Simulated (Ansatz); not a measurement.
Steps of a relaxation of C₄H₆S, SMILES `CCC1=CS1` with RKS PBE0-D4/def2-TZVP.

```sh
$ ansatz run in.yaml --threads 4 --pin off --events-out ev --progress --plain --max-ram 10444MiB
```

```yaml
crystal:
  periodic: [false, false, false]
  atoms:
    - {symbol: C, position_ang: [-0.914307, 0.437973, 1.059824]}
    - {symbol: C, position_ang: [-0.020647, 0.815681, -0.126336]}
    - {symbol: C, position_ang: [0.653583, -0.339081, -0.738601]}
    - {symbol: C, position_ang: [0.937601, -1.599775, -0.844224]}
    - {symbol: S, position_ang: [1.841821, -0.636204, -2.157899]}
    - {symbol: H, position_ang: [-1.398824, 1.338076, 1.486472]}
    - {symbol: H, position_ang: [-0.325807, -0.047895, 1.863440]}
    - {symbol: H, position_ang: [-1.711970, -0.266064, 0.749572]}
    - {symbol: H, position_ang: [-0.603115, 1.332826, -0.922507]}
    - {symbol: H, position_ang: [0.762471, 1.548196, 0.174899]}
    - {symbol: H, position_ang: [0.844493, -2.640534, -0.523941]}
basis:
  gaussian: {orbitals: def2-TZVP}
hamiltonian: {xc: pbe0, dispersion: d4}
relax: {f_tol: 0.005, max_steps: 150}
```

Positions (Å) and forces (eV/Å) along the path, 6 of 6 steps:

```xyz
11
step=1 energy=-15071.8784 eV
C    -0.914    0.438    1.060   -0.127   -0.126    0.183
C    -0.021    0.816   -0.126    0.076    0.378   -0.169
C     0.654   -0.339   -0.739    0.424   -1.297   -0.271
C     0.938   -1.600   -0.844   -0.167    1.081   -0.005
S     1.842   -0.636   -2.158   -0.515   -0.155    0.671
H    -1.399    1.338    1.486    0.251   -0.417   -0.231
H    -0.326   -0.048    1.863   -0.270    0.242   -0.400
H    -1.712   -0.266    0.750    0.393    0.347    0.132
H    -0.603    1.333   -0.923    0.251   -0.287    0.394
H     0.762    1.548    0.175   -0.375   -0.386   -0.109
H     0.844   -2.641   -0.524    0.059    0.621   -0.195
11
step=2 energy=-15071.9364 eV
C    -0.906    0.431    1.051   -0.045   -0.019    0.060
C    -0.020    0.814   -0.127    0.035    0.107   -0.065
C     0.649   -0.340   -0.732    0.175   -0.236   -0.171
C     0.927   -1.584   -0.834    0.040    0.247   -0.099
S     1.828   -0.634   -2.141   -0.285   -0.093    0.372
H    -1.385    1.322    1.472    0.061   -0.122   -0.052
H    -0.321   -0.049    1.844   -0.079    0.069   -0.113
H    -1.694   -0.265    0.741    0.112    0.099    0.039
H    -0.600    1.321   -0.914    0.082   -0.088    0.124
H     0.756    1.535    0.176   -0.119   -0.119   -0.038
H     0.833   -2.610   -0.516    0.021    0.155   -0.057
11
step=3 energy=-15071.9437 eV
C    -0.904    0.431    1.049    0.004    0.006   -0.006
C    -0.019    0.813   -0.128   -0.008   -0.019    0.014
C     0.648   -0.340   -0.731    0.034    0.051   -0.052
C     0.925   -1.579   -0.833    0.034   -0.023   -0.037
S     1.818   -0.634   -2.129   -0.059   -0.014    0.076
H    -1.382    1.317    1.469   -0.004    0.008    0.003
H    -0.321   -0.047    1.837    0.007   -0.006    0.010
H    -1.688   -0.262    0.739   -0.009   -0.009   -0.003
H    -0.598    1.316   -0.910   -0.007    0.007   -0.012
H     0.753    1.529    0.175    0.011    0.010    0.003
H     0.833   -2.602   -0.518   -0.003   -0.012    0.006
11
step=4 energy=-15071.9439 eV
C    -0.904    0.431    1.049    0.001    0.002   -0.002
C    -0.019    0.813   -0.128   -0.007   -0.009    0.011
C     0.648   -0.339   -0.732    0.013    0.015   -0.019
C     0.925   -1.579   -0.833    0.002   -0.015    0.001
S     1.816   -0.634   -2.127   -0.006    0.003    0.007
H    -1.382    1.317    1.469   -0.001    0.001    0.001
H    -0.321   -0.047    1.838    0.000   -0.001    0.001
H    -1.688   -0.263    0.739   -0.001   -0.001    0.000
H    -0.598    1.317   -0.911    0.000    0.002   -0.002
H     0.753    1.530    0.175    0.002    0.002    0.000
H     0.834   -2.602   -0.518   -0.003    0.001    0.004
11
step=5 energy=-15071.9440 eV
C    -0.904    0.431    1.049    0.001    0.000   -0.001
C    -0.019    0.813   -0.128   -0.004   -0.003    0.006
C     0.649   -0.339   -0.732    0.008    0.003   -0.010
C     0.926   -1.579   -0.833   -0.003   -0.006    0.005
S     1.816   -0.634   -2.127    0.000    0.004   -0.001
H    -1.382    1.317    1.469    0.000    0.000    0.000
H    -0.321   -0.047    1.838    0.000    0.000    0.000
H    -1.688   -0.263    0.739    0.000    0.000    0.000
H    -0.598    1.317   -0.911    0.000    0.000    0.000
H     0.753    1.530    0.175    0.000    0.000    0.000
H     0.833   -2.602   -0.517   -0.002    0.001    0.002
11
step=6 energy=-15071.9440 eV
C    -0.904    0.430    1.048    0.003   -0.001   -0.004
C    -0.019    0.813   -0.128    0.001   -0.005    0.000
C     0.649   -0.338   -0.733   -0.002    0.005    0.001
C     0.925   -1.579   -0.833   -0.001   -0.001    0.001
S     1.816   -0.634   -2.127    0.000   -0.001    0.000
H    -1.382    1.316    1.469   -0.001    0.003    0.001
H    -0.320   -0.048    1.837    0.000    0.000   -0.001
H    -1.687   -0.264    0.738    0.001    0.000    0.000
H    -0.598    1.318   -0.911   -0.002    0.000    0.000
H     0.753    1.531    0.175    0.001    0.000    0.002
H     0.831   -2.601   -0.515    0.000    0.001    0.000
```

Run time 17 s (4 threads of an Arm Neoverse V2 on a shared host); peak host memory 0.48 GiB.
